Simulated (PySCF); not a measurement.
C5H7O (charge +1).
Geometry (GFN2-xTB, Å), atoms numbered from 1 in this order:
```
atom  x, y, z in Å
O1     2.6008    0.9585    0.9373
C2     1.9461    0.0932    0.6616
C3     1.0253   -0.8438    0.2375
C4     0.0292    0.0316   -0.5711
C5    -1.4368   -0.2757   -0.4163
C6    -0.8814    0.9885    0.1474
H7     0.5253   -1.3295    1.0859
H8     1.4722   -1.6319   -0.3810
H9     0.3986    0.3062   -1.5490
H10   -1.7343   -1.0616    0.2603
H11   -2.0367   -0.2322   -1.3125
H12   -1.1146    1.9227   -0.3383
H13   -0.7982    1.0747    1.2204
```

The closed-shell SCF was solved with PySCF and density fitting under several settings on one GFN2-xTB geometry (grid level 2 and gas phase unless stated).

| settings | basis functions | SCF cycles | E (Eh) | HOMO (eV) | LUMO (eV) |
| --- | --- | --- | --- | --- | --- |
| PBE0/pcSseg-1 | 137 | 14 | -269.2831 | -13.71 | -7.63 |
| CAM-B3LYP/def2-SVPD | 179 | 13 | -269.3014 | -15.07 | -6.47 |
| LC-wPBE/def2-TZVP | 228 | 14 | -269.5563 | -16.41 | -5.09 |
| PBE0/6-31++G** | 150 | 14 | -269.3290 | -13.59 | -7.56 |
| PBE0/pcSseg-0, fitting basis def2-qzvpp-jkfit | 68 | 10 | -268.6653 | -14.08 | -8.06 |
| PBE0/def2-SVPD, grid level 1, fitting basis def2-universal-jkfit | 179 | 10 | -269.1341 | -13.71 | -7.64 |
| BHandHLYP/pcSseg-1, start guess huckel | 137 | 12 | -269.4306 | -14.87 | -6.43 |
| BHandHLYP/6-31++G** | 150 | 13 | -269.4792 | -14.76 | -6.36 |
| OPBE/STO-3G, IEF-PCM dichloromethane, energy threshold 1e-08 Eh | 37 | 9 | -266.3573 | -7.55 | -3.55 |

**Question.** Estimate the row for these settings: wB97X-D/IGLO-II.

**Answer.** 
| settings | basis functions | SCF cycles | E (Eh) | HOMO (eV) | LUMO (eV) |
| --- | --- | --- | --- | --- | --- |
| wB97X-D/IGLO-II | 174 | 14 | -269.6076 | -15.49 | -5.72 |

**Question.** Over all rows, what range does the HOMO–LUMO gap span?

**Answer.** From 4.00 eV (OPBE/STO-3G, IEF-PCM dichloromethane, energy threshold 1e-08 Eh) to 11.32 eV (LC-wPBE/def2-TZVP). The functional of the narrowest has no exact exchange, that of the widest range-separated exact exchange.

**Question.** Compare two rows with the functional PBE0: PBE0/pcSseg-1 and PBE0/pcSseg-0, fitting basis def2-qzvpp-jkfit. Which energy is lower, and by how much?

**Answer.** PBE0/pcSseg-1 (137 functions) lies 0.6178 Eh or 388 kcal/mol below PBE0/pcSseg-0, fitting basis def2-qzvpp-jkfit (68 functions).

wB97X-D ran without the empirical dispersion term, which would shift the total energy alone. Cycle counts include a coarse-grid stage where the run had one. All basis functions are spherical, in the Pople sets too. Geometry: GFN2-xTB, one conformer.
